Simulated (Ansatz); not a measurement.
**CH₂ClF: ionisation energy by level of theory**

Aim: the vertical ionisation energy of CH₂ClF, as cation minus neutral at the neutral's geometry, on several levels, and how well −ε(HOMO) stands in for it.

Program: Ansatz 0.2.0, Gaussian basis. Level of theory: unrestricted cation, the program's frozen cores in correlated methods. These are calculated values, not measurements.

Plan: UKS PBE-D4/def2-TZVPP; UKS r2SCAN-D4/def2-TZVPP; UKS PBE0-D4/def2-TZVPP; UKS B3LYP-D4/def2-TZVPP; UKS wB97X-V/def2-TZVPP; UKS wB97M-V/def2-TZVPP; UKS B2PLYP/def2-TZVPP; UHF-CCSD(T)/def2-TZVPP; UHF-MP2/def2-QZVPP; extrapolation to the limit; then −ε(HOMO) from the neutral's earlier runs with LDA (SPW92), PBE-D4, revPBE-D4, BLYP-D4, r2SCAN-D4, B97M-V, PBE0-D4, B3LYP-D4, r2SCANh-D4, r2SCAN0-D4, HSE06-D4, BHLYP-D4, CAM-B3LYP-D4, LC-ωPBE, ωB97X-V, ωB97M-V.

## 1. The geometry

An earlier PBE0-D4/def2-TZVP relaxation fixed the geometry.

5 atoms, charge 0, spin multiplicity 1.

Atoms are counted from 1 here; the program's logs count them from 0.

Bond lengths: F1–C2 1.355 Å, C2–Cl3 1.766 Å, C2–H4 1.089 Å, C2–H5 1.089 Å. Angles: F1–C2–Cl3 110.5°, F1–C2–H4 109.3°, F1–C2–H5 109.3°, Cl3–C2–H4 107.8°, Cl3–C2–H5 107.8°, H4–C2–H5 112.3°.

## 2. Cation, UKS PBE-D4/def2-TZVPP

in.yaml

```yaml
crystal:
  periodic: [false, false, false]
  atoms:
    - {symbol: F, position_ang: [-0.961009, 0.545405, 0.757837]}
    - {symbol: C, position_ang: [0.093432, 0.074628, 0.049805]}
    - {symbol: Cl, position_ang: [-0.411882, -1.247859, -1.006489]}
    - {symbol: H, position_ang: [0.841965, -0.316888, 0.737580]}
    - {symbol: H, position_ang: [0.487493, 0.871114, -0.580232]}
basis:
  gaussian: {orbitals: def2-TZVPP}
total_charge: 1
magnetization: {spin_polarized: true, initial_magnetization: 1}
hamiltonian: {xc: pbe, dispersion: d4}
```

Run with:

```bash
$ ansatz run in.yaml --threads 4 --pin off --events-out ev --progress --plain --max-ram 10444MiB
```

The runs that follow: Cation, UKS r2SCAN-D4/def2-TZVPP; Cation, UKS PBE0-D4/def2-TZVPP; Cation, UKS B3LYP-D4/def2-TZVPP; Cation, UKS wB97X-V/def2-TZVPP; Cation, UKS wB97M-V/def2-TZVPP; Cation, UKS B2PLYP (frozen core)/def2-TZVPP; Cation, UHF-CCSD(T)/def2-TZVPP; Cation, UHF-MP2/def2-QZVPP.

Q: Predict the results of all the runs planned. Wanted: ionisation energy, CCSD(T)/CBS; nearest functional by difference; nearest −ε(HOMO); −ε(HOMO) of PBE; T1 of the cation.

The runs gave:

```
                        quantity               value
  ionisation energy, CCSD(T)/CBS            11.91 eV
nearest functional by difference  ωB97X-V (-0.21 eV)
                nearest −ε(HOMO)  LC-ωPBE (-0.21 eV)
                 −ε(HOMO) of PBE             7.34 eV
                T1 of the cation               0.026
```

**Reading.** By cation minus neutral, the functionals miss by 0.70 eV at most. The PBE orbital energy is 4.6 eV too small: a semilocal HOMO is no ionisation energy. Among orbital estimates LC-ωPBE comes nearest. Hartree-Fock falls 1.12 eV short, as the neutral has more correlation energy than the cation. The cation may have settled in a state other than its lowest; no search over hole states beyond the program's own was made.
